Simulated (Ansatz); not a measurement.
# CSi2: the cost of one run

Program: Ansatz 0.2.0. Level of theory: DFT PBE0, Gaussian basis aug-cc-pV(T+d)Z, and further levels as typed in the inputs. These are calculated values, not measurements.

## (1) The system as given

Bond lengths: C1–Si2 1.705 Å, C1–Si3 1.705 Å. Angles: Si2–C1–Si3 117.8°.

Coordinates:

```xyz
3

C     0.0000    0.0000    0.0000
Si    0.0000    1.4600    0.8800
Si    0.0000   -1.4600    0.8800
```

## (2) Relaxing the atoms: CSi2

Contents of input.yaml:

```yaml
relax:
  f_tol: 0.001
  max_steps: 200
crystal:
  periodic: [false, false, false]
  atoms:
    - { symbol: C, position_ang: [0.0, 0.0, 0.0] }
    - { symbol: Si, position_ang: [0.0, 1.46, 0.88] }
    - { symbol: Si, position_ang: [0.0, -1.46, 0.88] }
basis:
  gaussian: { orbitals: "aug-cc-pV(T+d)Z.json" }
hamiltonian:
  xc: pbe0
output:
  orbitals: {}
```

The run is started by

```bash
$ ansatz run input.yaml --threads 4 --pin off --max-ram 6144MiB --backend cpu --events-out ev --progress --plain --runs-dir out
```

What time and memory should one allow on 4 threads of Arm Neoverse N1, shared host?

About 14 s, with a peak of 0.33 GiB.
